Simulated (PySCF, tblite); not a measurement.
# C3H5F: infrared bands, NMR shifts and spin-spin couplings

Aim: predict the infrared bands, NMR shifts and spin-spin couplings of C3H5F (`C/C=C/F`).

Computed with tblite 0.8.0 and PySCF 2.14.0, with density-fitted response routines of our own, on a single molecule in the gas phase. Atoms are numbered from 0 throughout.

## Step 1: The starting structure

9 atoms, charge 0, multiplicity 1; geometry from: GFN2-xTB.

Bonds of the start (Å): C0–C1 1.49, C1–C2 1.32, C2–F3 1.35, C0–H4 1.09, C0–H5 1.09, C0–H6 1.09, C1–H7 1.08, C2–H8 1.08.

## Step 2: Vibrational analysis with GFN2-xTB

What the job is given:

```
{"job": {"kind": "ir", "xc": "GFN2-xTB", "basis": "xTB"}, "charge": 0, "multiplicity": 1}
C     -1.158456     0.107280    -0.027725
C      0.293722     0.432680    -0.081767
C      1.247906    -0.460190     0.088299
F      2.551680    -0.127440     0.032970
H     -1.642785     0.689110     0.755374
H     -1.634090     0.365590    -0.972832
H     -1.314614    -0.949914     0.168869
H      0.560129     1.462739    -0.270717
H      1.110068    -1.513862     0.282350
```

**Question.** This job is followed by: GIAO PBE0/pcSseg-1 NMR shielding, non-relativistic, gas phase; B3LYP/pcJ-1 indirect spin-spin coupling, non-relativistic, gas phase. What will the session give for the following? strongest single infrared mode (GFN2-xTB); zero-point energy (GFN2-xTB); 13C shifts against TMS (PBE0/pcSseg-1); 1H shifts against TMS (PBE0/pcSseg-1, means over atoms taken as alike); 19F shifts against CFCl3 (PBE0/pcSseg-1); largest coupling of the table (B3LYP/pcJ-1).

**Answer**, as computed:

| quantity | value |
| --- | --- |
| strongest single infrared mode (GFN2-xTB) | 1110 cm⁻¹, 152 km/mol |
| zero-point energy (GFN2-xTB) | 44.3 kcal/mol |
| 13C shifts against TMS (PBE0/pcSseg-1) | 158.8, 113.3, 13.6 ppm |
| 1H shifts against TMS (PBE0/pcSseg-1, means over atoms taken as alike) | 6.83, 5.62, 1.70 ppm |
| 19F shifts against CFCl3 (PBE0/pcSseg-1) | -124.8 ppm |
| largest coupling of the table (B3LYP/pcJ-1) | 1J(C,F) C2–F3, -324.3 Hz |

No mode is imaginary among the 21: a minimum at this level. The strongest single mode, at 1110 cm⁻¹, moves mainly C2 and F3. Unscaled tight-binding wavenumbers are off by several per cent, some by more. Its intensities can rank the bands wrongly. At PBE0/pcSseg-1: Shielding is most anisotropic at C1 (span 189 ppm, paramagnetic term -184 ppm). In the run at B3LYP/pcJ-1, the largest coupling of the table is C2–F3, -324.3 Hz, of which the Fermi-contact term gives -318.6 Hz.
